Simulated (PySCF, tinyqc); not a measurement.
RHF in the sto-3g basis, for LiH, spin multiplicity 1, step by step. The lowest restricted solution is unstable here: a spin-polarised one lies 0.0213 hartree lower (PySCF). One step of it, computed by the program tinyqc.

Task: Iteration 3: DIIS coefficients. Solve [B -1; -1 0][c; lambda] = [0; -1] for the coefficients, which sum to one.

B (overlaps of the stored error matrices), lower triangle:
```
               1              2              3
1  1.1777735e-02
2  4.8947264e-03  3.0833433e-03
3  2.6361108e-03  1.3700104e-03  8.1575229e-04
```

Give: DIIS coefficients.

Result:

DIIS coefficients: -0.2088  -0.1712  1.3800
